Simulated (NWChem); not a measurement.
System: methylamine (CH5N); SMILES CN

The following NWChem deck was run.

```
start job
memory heap 200 mb stack 900 mb global 1100 mb
geometry units angstroms noautoz
  C     -0.007721     0.690034     0.000000
  N     -0.096730    -0.753659     0.000000
  H     -0.528114     1.096772    -0.881724
  H     -0.528114     1.096772     0.881724
  H      1.016671     1.119737     0.000000
  H      0.376435    -1.141446    -0.813320
  H      0.376435    -1.141446     0.813320
end
basis spherical
  * library def2-tzvpd
end
dft
  xc r2scan
  iterations 150
  mulliken
end
task dft energy
```

Excerpt of the output:

```
             Northwest Computational Chemistry Package (NWChem) 7.3.0
             --------------------------------------------------------

 CS  symmetry detected

                             Geometry "geometry" -> ""
                             -------------------------

 Output coordinates in angstroms (scale by  1.889725989 to convert to a.u.)

  No.       Tag          Charge          X              Y              Z
 ---- ---------------- ---------- -------------- -------------- --------------
    1 C                    6.0000    -0.00877574    -0.69584993     0.00000000
    2 N                    7.0000    -0.09442946     0.74804602     0.00000000
    3 H                    1.0000    -0.53011257    -1.10137747    -0.88172400
    4 H                    1.0000    -0.53011257    -1.10137747     0.88172400
    5 H                    1.0000     1.01461489    -1.12793238     0.00000000
    6 H                    1.0000     0.37963545     1.13473237    -0.81332000
    7 H                    1.0000     0.37963545     1.13473237     0.81332000

 Effective nuclear repulsion energy (a.u.)      42.0591357843

      Symmetry information
      --------------------

 Group name             Cs
 Group number              2
 Group order               2
 No. of unique centers     5

                                 NWChem DFT Module
                                 -----------------

 Summary of "ao basis" -> "ao basis" (spherical)
 ------------------------------------------------------------------------------
       Tag                 Description            Shells   Functions and Types
 ---------------- ------------------------------  ------  ---------------------
 C                         def2-tzvpd               13       37   6s3p3d1f
 N                         def2-tzvpd               13       37   6s3p3d1f
 H                         def2-tzvpd                5        9   3s2p

      Symmetry analysis of basis
      --------------------------

        a'         75
        a"         44

            General Information
            -------------------
          SCF calculation type: DFT
          Wavefunction type:  closed shell.
          No. of atoms     :     7
          No. of electrons :    18
           Alpha electrons :     9
            Beta electrons :     9
          Charge           :     0
          Spin multiplicity:     1
          Use of symmetry is: on ; symmetry adaption is: on
          Maximum number of iterations: 150
          AO basis - number of functions:   119
                     number of shells:    51
          Convergence on energy requested:  1.00D-06
          Convergence on density requested:  1.00D-05
          Convergence on gradient requested:  5.00D-04

              XC Information
              --------------
                      r^2SCAN Method XC Functional
               r^2SCAN metaGGA Exchange Functional  1.000
                     r^2SCAN Correlation Potential  1.000

             Grid Information
             ----------------
          Grid used for XC integration:  medium
          Radial quadrature: Mura-Knowles
          Angular quadrature: Lebedev.
          Tag              B.-S. Rad. Rad. Pts. Rad. Cut. Ang. Pts.
          ---              ---------- --------- --------- ---------
          C                   0.70       49           9.0       434
          N                   0.65       49           9.0       434
          H                   0.35       45          10.0       434
          Grid pruning is: on
          Number of quadrature shells:   233
          Spatial weights used:  Erf1

      Superposition of Atomic Density Guess
      -------------------------------------

 Sum of atomic energies:         -94.48193312

      Non-variational initial energy
      ------------------------------

 Total energy =     -95.651684
 1-e energy   =    -209.189167
 2-e energy   =      71.478347
 HOMO         =      -0.318104
 LUMO         =       0.039849

      Symmetry analysis of molecular orbitals - initial
      -------------------------------------------------

  Numbering of irreducible representations:

     1 a'          2 a"

  Orbital symmetries:

     1 a'          2 a'          3 a'          4 a'          5 a"
     6 a'          7 a'          8 a"          9 a'         10 a'
    11 a'         12 a"         13 a'         14 a"         15 a'
    16 a'         17 a'         18 a"         19 a'

     ---------------------------------------------
      Total Density - Mulliken Population Analysis
     ---------------------------------------------

    Atom       Charge   Shell Charges
 -----------   ------   -------------------------------------------------------
    1 C    6     6.45   0.86  1.12  0.54  0.66  0.12 -0.00  1.20  1.32  0.51  0.02  0.06  0.03  0.01
    2 N    7     7.69   0.82  1.16  0.57  0.83  0.15  0.02  1.57  1.82  0.71  0.01  0.03  0.00  0.00
    3 H    1     0.81   0.25  0.46  0.07  0.02  0.02
    4 H    1     0.81   0.25  0.46  0.07  0.02  0.02
    5 H    1     0.81   0.25  0.46  0.06  0.02  0.02
    6 H    1     0.71   0.23  0.35  0.08  0.03  0.01
    7 H    1     0.71   0.23  0.35  0.08  0.03  0.01

   convergence    iter        energy       DeltaE   RMS-Dens  Diis-err
 ---------------- ----- ----------------- --------- --------- ---------
 d= 0,ls=0.0,diis     1    -95.8076424342 -1.38D+02  8.02D-03  2.88D-01
 d= 0,ls=0.0,diis     2    -95.8113554257 -3.71D-03  3.32D-03  2.06D-01
 d= 0,ls=0.0,diis     3    -95.8283368816 -1.70D-02  1.04D-03  5.05D-02
 d= 0,ls=0.0,diis     4    -95.8333505322 -5.01D-03  1.57D-04  5.41D-04
 d= 0,ls=0.0,diis     5    -95.8334116368 -6.11D-05  3.78D-05  1.81D-05
  Resetting Diis
 d= 0,ls=0.0,diis     6    -95.8334135964 -1.96D-06  1.09D-05  3.49D-06
 d= 0,ls=0.0,diis     7    -95.8334140056 -4.09D-07  6.15D-06  1.08D-07

         Total DFT energy =      -95.833414005565
      One electron energy =     -211.671544162979
           Coulomb energy =       87.923190626661
    Exchange-Corr. energy =      -14.144196253579
 Nuclear repulsion energy =       42.059135784331

 Numeric. integr. density =       17.999998212790

                  Occupations of the irreducible representations
                  ----------------------------------------------

                     irrep           alpha         beta
                     --------     --------     --------
                     a'                7.0          7.0
                     a"                2.0          2.0

                       DFT Final Molecular Orbital Analysis
                       ------------------------------------

 Vector    7  Occ=2.000000D+00  E=-3.705435D-01  Symmetry=a'
              MO Center= -2.2D-02, -4.6D-01,  8.2D-15, r^2= 1.7D+00
   Bfn.  Coefficient  Atom+Function         Bfn.  Coefficient  Atom+Function
  ----- ------------  ---------------      ----- ------------  ---------------
     7      0.261166  1 C  px                10      0.192956  1 C  px
    45     -0.187896  2 N  py                 8      0.164068  1 C  py
    48     -0.157003  2 N  py                94      0.148873  5 H  s
    76     -0.146390  3 H  s                 85     -0.146390  4 H  s
     5     -0.142122  1 C  s                 13      0.126271  1 C  px

 Vector    8  Occ=2.000000D+00  E=-3.316756D-01  Symmetry=a"
              MO Center= -1.7D-01, -4.7D-01, -9.3D-15, r^2= 1.9D+00
   Bfn.  Coefficient  Atom+Function         Bfn.  Coefficient  Atom+Function
  ----- ------------  ---------------      ----- ------------  ---------------
     9      0.284712  1 C  pz                15      0.219089  1 C  pz
    76     -0.211535  3 H  s                 85      0.211535  4 H  s
    12      0.205648  1 C  pz                46     -0.171869  2 N  pz
    75     -0.134884  3 H  s                 84      0.134884  4 H  s
   103      0.131224  6 H  s                112     -0.131224  7 H  s

 Vector    9  Occ=2.000000D+00  E=-2.089053D-01  Symmetry=a'
              MO Center= -1.2D-01,  5.0D-01,  1.6D-15, r^2= 1.6D+00
   Bfn.  Coefficient  Atom+Function         Bfn.  Coefficient  Atom+Function
  ----- ------------  ---------------      ----- ------------  ---------------
    44      0.367986  2 N  px                47      0.321145  2 N  px
    50      0.270993  2 N  px                13     -0.268587  1 C  px
    43     -0.223611  2 N  s                 95      0.211412  5 H  s
    42     -0.204290  2 N  s                 41     -0.168552  2 N  s
    94     -0.158020  5 H  s                104      0.116337  6 H  s

 Vector   10  Occ=0.000000D+00  E= 2.088171D-02  Symmetry=a'
              MO Center=  5.2D-01,  3.7D-01,  3.1D-14, r^2= 7.0D+00
   Bfn.  Coefficient  Atom+Function         Bfn.  Coefficient  Atom+Function
  ----- ------------  ---------------      ----- ------------  ---------------
     6      1.638950  1 C  s                 43      1.275417  2 N  s
    42      1.247742  2 N  s                104     -1.069490  6 H  s
   113     -1.069490  7 H  s                 77     -0.799756  3 H  s
    86     -0.799756  4 H  s                 41     -0.460580  2 N  s
     4     -0.380155  1 C  s                 26      0.352081  1 C  d -2

 Vector   11  Occ=0.000000D+00  E= 5.437283D-02  Symmetry=a'
              MO Center=  1.4D-01, -8.2D-01, -4.1D-16, r^2= 8.6D+00
   Bfn.  Coefficient  Atom+Function         Bfn.  Coefficient  Atom+Function
  ----- ------------  ---------------      ----- ------------  ---------------
    43      4.503212  2 N  s                  6     -3.025275  1 C  s
   104     -1.682640  6 H  s                113     -1.682640  7 H  s
    42      1.347124  2 N  s                  5      0.477262  1 C  s
    26      0.436032  1 C  d -2             110     -0.408098  6 H  pz
   119      0.408098  7 H  pz                 4      0.398288  1 C  s

[...]
```

Level: r2SCAN/def2-TZVPD. The geometry was optimised at PBE0/def2-SVP.
